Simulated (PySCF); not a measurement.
Estimate the missing entries of this data sheet.

Compound: CF4.
SMILES: `FC(F)(F)F`

```json
{"property": "point group of the GFN2-xTB geometry", "level": "GFN2-xTB", "value": "?"}
{"property": "rotational constants A, B, C of the GFN2-xTB geometry", "level": "GFN2-xTB", "value": "?"}
{"property": "dipole moment", "level": "PBE0/pcSseg-1", "value": "?"}
{"property": "HOMO energy", "level": "PBE0/pcSseg-1", "value": "?"}
{"property": "LUMO energy", "level": "PBE0/pcSseg-1", "value": "4.86 eV"}
{"property": "13C chemical shifts (computed TMS as zero) by class", "level": "GIAO PBE0/pcSseg-1", "value": "129.3 (1 C) ppm"}
{"property": "isotropic shieldings of nuclei other than C and H, by class", "level": "GIAO PBE0/pcSseg-1", "value": "251 (4 F) ppm"}
```

Electronic properties: PySCF, gas phase, density fitting.

(1) Give the dipole moment.

(2) The rotational constants A, B, C of the GFN2-xTB geometry?

(3) The HOMO energy?

(4) The point group of the GFN2-xTB geometry?

Results:

(1) 0.00 D.

(2) 5.778, 5.777, 5.777 GHz.

(3) -12.63 eV.

(4) Td.

The rotational constants are those of a spherical top; the small spread among constants that symmetry makes equal is optimisation noise. With B = h/(8π²I), that is 505.379 GHz u Å² over I, the principal moments of inertia are 87.5, 87.5 and 87.5 u Å² (most abundant isotopes); the inertial defect Ic − Ia − Ib is -87.5 u Å² (zero for a rigid planar frame, negative otherwise). Point group Td forbids a permanent dipole, so the rigid molecule has no electric-dipole pure rotational spectrum.
